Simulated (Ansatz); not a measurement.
# Rock-salt SnTe (cubic form, which distorts at low temperature)

Level of theory: PBE (PAW; Ansatz, a quantum-chemistry and plane-wave program).

Numerical settings: plane-wave cutoff 500 eV, 12×12×12 k mesh, Fermi–Dirac smearing 0.05 eV, scalar-relativistic PAW data made under PBE.

Cell (relaxed at this level):

Space group Fm-3m (No. 225); a = b = c = 6.4095 Å, α = β = γ = 90.00°

```json
[
 {"atom": "Sn", "site": "4a", "symmetry": "m-3m", "x": "0.0000", "y": "0.0000", "z": "0.0000"},
 {"atom": "Te", "site": "4b", "symmetry": "m-3m", "x": "0.5000", "y": "0.5000", "z": "0.5000"}
]
```
(The calculation used a cell of 2 atoms; values per cell refer to that cell.)

```
Item                                                   Value
--------  --------------------------------------------------
band gap  0.05 eV (under three smearing widths, so not firm)
```

Measured, for comparison: band gap 0.3 eV (4 K, zero-point motion not removed, bulk gap, ARPES or transport; rounded; as tabulated in Ando (2013), arXiv:1304.5693).

Note: symmetry holds this phase in the static calculation, where it need not be a minimum.

Spin–orbit coupling is not included; with these elements it can move the gap by several tenths of an eV or more.

Computing time: around 28 core-seconds (rough).
